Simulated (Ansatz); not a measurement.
Coupled-cluster run, C3H10Si (`CC[SiH2]C`).

```yaml
crystal:
  periodic: [false, false, false]
  atoms:
    - {symbol: C, position_ang: [-1.083164, 1.456780, -0.037112]}
    - {symbol: C, position_ang: [-0.325454, 0.640037, 1.005829]}
    - {symbol: Si, position_ang: [1.058203, -0.410032, 0.291109]}
    - {symbol: C, position_ang: [0.417566, -1.645520, -0.962146]}
    - {symbol: H, position_ang: [-1.565828, 0.813730, -0.777724]}
    - {symbol: H, position_ang: [-1.865044, 2.069581, 0.418996]}
    - {symbol: H, position_ang: [-0.413531, 2.130226, -0.579023]}
    - {symbol: H, position_ang: [-1.013428, -0.020545, 1.545880]}
    - {symbol: H, position_ang: [0.110133, 1.301257, 1.762904]}
    - {symbol: H, position_ang: [2.059218, 0.482509, -0.364258]}
    - {symbol: H, position_ang: [1.752926, -1.133901, 1.394897]}
    - {symbol: H, position_ang: [-0.315321, -2.317191, -0.507819]}
    - {symbol: H, position_ang: [1.232528, -2.255566, -1.358383]}
    - {symbol: H, position_ang: [-0.061803, -1.140666, -1.804253]}
basis:
  gaussian: {orbitals: def2-SVP}
correlation: {method: ccsd_t}
```

```sh
$ ansatz run in.yaml --threads 4 --pin off --events-out ev --progress --plain
```

Output of Ansatz, abridged:

```
Functional definition: HF
1123 factors; integrals over basis functions are off by at most 1.1e-3 eV
mean field evaluation 1: about -11104.7632 eV, gradient 3.1e1 eV
mean field evaluation 2: about -11104.7653 eV, gradient 3.1e1 eV
mean field evaluation 4: about -11107.5079 eV, gradient 3.1e0 eV
mean field evaluation 8: about -11107.5418 eV, gradient 5.0e-5 eV
mean field -11107.54180532 eV, -408.1946323834 hartree, gradient 1.1e-6 eV, S^2 0.000000; 0 other end points of the search recorded, 0 dependent functions left out
8 core orbitals not correlated: weight in the atoms' cores, before any rotation towards them, 1.000 or more for the frozen orbitals, at most 0.000 for the correlated occupied ones
reference -11107.54180532 eV, -408.1946323834 hartree; 13, 13 occupied and 89, 89 virtual orbitals, 1123 factors
second order -14.78646894 eV of doubles, -0.00000000 eV of singles
cycle   1  -16.06553163 eV  change    -1.3e0 eV  update   7.9e-2
cycle   2  -16.53734658 eV  change   -4.7e-1 eV  update   2.4e-2
cycle   3  -16.58082095 eV  change   -4.3e-2 eV  update   6.6e-3
cycle   4  -16.58135857 eV  change   -5.4e-4 eV  update   2.0e-3
cycle   5  -16.58129493 eV  change    6.4e-5 eV  update   5.2e-4
cycle   6  -16.58123923 eV  change    5.6e-5 eV  update   1.6e-4
cycle   7  -16.58123776 eV  change    1.5e-6 eV  update   4.3e-5
cycle   8  -16.58123472 eV  change    3.0e-6 eV  update   1.4e-5
perturbative correction -0.45365841 eV, -0.0166716391 hartree
Total energy: -11124.57669845 eV, -408.8206531593 hartree
```

It took 2.9 s on 4 threads of a server CPU on a shared host, with 0.55 GiB of host memory at the peak.

The correlation energy is -17.035 eV, 2.7 % of it from (T); the T1 diagnostic reads 0.0079.
